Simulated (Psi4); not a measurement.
**CH2BCl (SMILES B[C]Cl) at UTPSSh/aug-cc-pVDZ**

What is the vertical ionisation energy of CH2BCl at UTPSSh/aug-cc-pVDZ? The job is set up through a Python script.

Program for the calculation: Psi4 1.11.

1 further run of the same task is left out (set aside as unsound or not needed).

## Step 1: Starting point

CH2BCl: 5 atoms, total charge 0, spin state triplet. As SMILES, `B[C]Cl`. Geometry: relaxed at GFN2-xTB.

Bond lengths: B1–C2 1.474 Å, C2–Cl3 1.628 Å, B1–H4 1.177 Å, B1–H5 1.169 Å. Angles: B1–C2–Cl3 141.8°, C2–B1–H4 120.1°, C2–B1–H5 119.8°, H4–B1–H5 120.1°.

## Step 2: Energy and forces at UTPSSh/aug-cc-pVDZ

calc.py reads:

```python
import psi4

psi4.set_memory(1600000000)
psi4.set_num_threads(1)
psi4.set_output_file('psi4.out', False)

molecule = psi4.geometry("""
0 3
B
C 1 1.473829
Cl 2 1.628087 1 141.76241
H 1 1.177393 2 120.10475 3 -0.24521
H 1 1.169444 4 120.11671 2 -179.97351
symmetry c1
""")

options = {'basis': 'aug-cc-pVDZ', 'reference': 'uks', 'puream': True, 'e_convergence': 1e-09, 'd_convergence': 1e-08, 'scf_type': 'pk', 'dft_radial_points': 99, 'dft_spherical_points': 590, 'maxiter': 200}
psi4.set_options(options)

e_tot, wfn = psi4.gradient("TPSSH", molecule=molecule, return_wfn=True)
print('gradient / Eh bohr^-1')
print(e_tot.np.round(6))
print(f'energy = {wfn.energy():.10f} Eh')
```

Run with:

```sh
$ python calc.py
```

psi4.out, shortened:

```text
[...]
  Running in c1 symmetry.
[...]
  Nuclear repulsion =   71.802299382870331
[...]
  Multiplicity = 3
[...]
  Nalpha       = 16
  Nbeta        = 14
[...]
    Number of basis functions: 91
[...]
   @UKS iter   1:  -523.68765082501750    1.48057e-01   1.00380e-02 DIIS/ADIIS
[...]
   @UKS iter  14:  -524.26569703852329   -1.36424e-12   4.85625e-09 DIIS
[...]
   @S^2 Observed:                2.007869554E+00
[...]
    Orbital Energies [Eh]
    ---------------------
    Alpha Occupied:
       1A   -101.449528     2A    -10.208265     3A     -9.439082
       4A     -7.186421     5A     -7.179433     6A     -7.177886
       7A     -6.707612     8A     -0.908537     9A     -0.652386
      10A     -0.508469    11A     -0.412381    12A     -0.405758
      13A     -0.400770    14A     -0.341399    15A     -0.251383
      16A     -0.225215
    Alpha Virtual:
      17A     -0.036873    18A      0.000320    19A      0.013357
      20A      0.022692    21A      0.025067    22A      0.039443
      23A      0.062896    24A      0.070048    25A      0.079686
[...]
  @UKS Final Energy:  -524.26569703852329
   => Energetics <=
    Nuclear Repulsion Energy =             71.8022993828703306
    One-Electron Energy =                -862.2198705618507120
    Two-Electron Energy =                 300.8969689135415706
    DFT Exchange-Correlation Energy =     -34.7450947730845101
    Empirical Dispersion Energy =           0.0000000000000000
    VV10 Nonlocal Energy =                  0.0000000000000000
    Total Energy =                       -524.2656970385232853
[...]
 Multipole Moments:
 ------------------------------------------------------------------------------------
     Multipole            Electronic (a.u.)      Nuclear  (a.u.)        Total (a.u.)
 ------------------------------------------------------------------------------------
 L = 1.  Multiply by 2.5417464519 to convert [e a0] to [Debye]
 Dipole X            :          0.0006802           -0.0004241            0.0002561
 Dipole Y            :         -1.1013515            0.9225504           -0.1788012
 Dipole Z            :          3.8775515           -3.6289448            0.2486067
 Magnitude           :                                                    0.3062274
[...]
  -Total Gradient:
     Atom            X                  Y                   Z
    ------   -----------------  -----------------  -----------------
       1       -0.000034256589     0.005480970804     0.010749617262
       2        0.000103240400    -0.021967420432    -0.005652061107
       3       -0.000057972364     0.017981519111    -0.018241311795
       4       -0.000036318112     0.012425486580     0.006811079437
       5        0.000025333630    -0.013922881619     0.006334471765
[...]
```

The script printed:

```text
gradient / Eh bohr^-1
[[-3.4000e-05  5.4810e-03  1.0750e-02]
 [ 1.0300e-04 -2.1967e-02 -5.6520e-03]
 [-5.8000e-05  1.7982e-02 -1.8241e-02]
 [-3.6000e-05  1.2425e-02  6.8110e-03]
 [ 2.5000e-05 -1.3923e-02  6.3340e-03]]
energy = -524.2656970385 Eh
```

It took 54 s on 1 thread of Intel Xeon 6975P-C (Granite Rapids), shared host; peak memory 1 GiB.

## Step 3: The doublet cation

ch2bcl.py reads:

```python
import psi4

psi4.set_memory('1600 MB')
psi4.set_num_threads(1)
psi4.set_output_file('psi4.out', False)

m = psi4.geometry("""
1 2
B      0.414180     0.139370    -0.472520
C     -0.487440     0.280880     0.684730
Cl    -1.470630    -0.583120     1.652980
H      0.575730    -0.915570    -0.969770
H      0.968160     1.078440    -0.895430
symmetry c1
""")

psi4.set_options({
    'basis': 'aug-cc-pVDZ',
    'reference': 'uks',
    'puream': True,
    'e_convergence': 1e-09,
    'd_convergence': 1e-08,
    'scf_type': 'pk',
    'dft_radial_points': 99,
    'dft_spherical_points': 590,
    'maxiter': 200,
})

e_tot, wfn = psi4.gradient('tpssh', molecule=m, return_wfn=True)
psi4.oeprop(wfn, 'WIBERG_LOWDIN_INDICES', 'MULLIKEN_CHARGES', 'MAYER_INDICES')
print('gradient / Eh bohr^-1')
print(e_tot.np.round(6))
print(f'energy = {wfn.energy():.10f} Eh')
```

Run with:

```sh
$ python ch2bcl.py
```

psi4.out, shortened:

```text
[...]
  Running in c1 symmetry.
[...]
  Nuclear repulsion =   71.802307569803247
[...]
  Multiplicity = 2
[...]
  Nalpha       = 15
  Nbeta        = 14
[...]
    Number of basis functions: 91
[...]
   @UKS iter   1:  -523.35829372180001    4.77415e-01   9.91389e-03 DIIS/ADIIS
[...]
   @UKS iter  17:  -523.93113041205640   -6.59384e-12   8.85443e-09 DIIS
[...]
   @S^2 Observed:                7.600452832E-01
[...]
  @UKS Final Energy:  -523.93113041205640
   => Energetics <=
    Nuclear Repulsion Energy =             71.8023075698032471
    One-Electron Energy =                -853.8855059064478610
    Two-Electron Energy =                 292.5576863413598403
    DFT Exchange-Correlation Energy =     -34.4056184167715884
    Empirical Dispersion Energy =           0.0000000000000000
    VV10 Nonlocal Energy =                  0.0000000000000000
    Total Energy =                       -523.9311304120564046
[...]
 Multipole Moments:
 ------------------------------------------------------------------------------------
     Multipole            Electronic (a.u.)      Nuclear  (a.u.)        Total (a.u.)
 ------------------------------------------------------------------------------------
 L = 1.  Multiply by 2.5417464519 to convert [e a0] to [Debye]
 Dipole X            :         -1.9144038            2.4036172            0.4892133
 Dipole Y            :         -0.3949977            0.5550762            0.1600786
 Dipole Z            :          2.2565575           -2.8168870           -0.5603295
 Magnitude           :                                                    0.7608706
[...]
  -Total Gradient:
     Atom            X                  Y                   Z
    ------   -----------------  -----------------  -----------------
       1       -0.010454477314    -0.042920745230     0.001018605000
       2        0.028782891016     0.071507369974    -0.015537547152
       3       -0.014622506943    -0.036532091983     0.007783376505
       4        0.004694432444     0.017798005893    -0.000963456807
       5       -0.008402454586    -0.009855732216     0.007700758280
[...]
```

The script printed:

```text
gradient / Eh bohr^-1
[[-0.010454 -0.042921  0.001019]
 [ 0.028783  0.071507 -0.015538]
 [-0.014623 -0.036532  0.007783]
 [ 0.004694  0.017798 -0.000963]
 [-0.008402 -0.009856  0.007701]]
energy = -523.9311304121 Eh
```

Wall time 61 s (1 thread of Intel Xeon 6975P-C (Granite Rapids), shared host); peak memory 1 GiB.

## Step 4: Summary of results

At UTPSSh/aug-cc-pVDZ:

```
                                          quantity          value
                      triplet CH2BCl: total energy  -524.26570 Eh
                     triplet CH2BCl: dipole moment         0.78 D
triplet CH2BCl: HOMO energy (highest over α and β)       -6.13 eV
 triplet CH2BCl: LUMO energy (lowest over α and β)       -4.04 eV
                              triplet CH2BCl: ⟨S²⟩          2.008
          triplet CH2BCl: largest force on an atom     1.317 eV/Å
                      doublet cation: total energy  -523.93113 Eh
doublet cation: HOMO energy (highest over α and β)      -14.11 eV
 doublet cation: LUMO energy (lowest over α and β)      -12.00 eV
                              doublet cation: ⟨S²⟩          0.760
          doublet cation: largest force on an atom     4.043 eV/Å
vertical ionisation energy (to the doublet cation)       9.104 eV
```

In words: Removing an electron at fixed nuclei costs 9.10 eV (210 kcal/mol). The largest force (triplet CH2BCl) is 1.32 eV/Å: the shape isn't a stationary point for this species at this level.
